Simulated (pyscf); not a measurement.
Single points on ωB97X-D3(BJ)/def2-SVP structures (PySCF, gas phase).

### Question
Estimate the classical barrier height and the reaction energy of chloromethane (H₃C–Cl) + H₃C–ZnH → H₃C–Zn–CH₃ + hydrogen chloride (HCl) at ωB97M-D3(BJ)/def2-TZVP. The step runs on the singlet surface, breaks C–Cl, H–Zn and forms C–Zn, Cl–H; take the separated reactants as zero.

### Answer
ΔE‡ = 3.15 eV, ΔE = -0.51 eV. Zero-point energy shifts the barrier by -0.09 eV. It is a four-centre exchange, with an imaginary mode of 463i cm⁻¹. On the reactant side the descent ends in a complex, 0.24 eV under the separated species and 3.38 eV under the saddle at ωB97X-D3(BJ)/def2-TZVP. At the saddle there is also a short Cl–Zn contact that neither side keeps. This is the saddle that the search found; another between the same sides may lie lower. A restricted solution here is unstable towards spin polarisation, so biradical character is likely and single-reference numbers are less safe. Elements up to Kr have no core potential and no relativistic terms here.
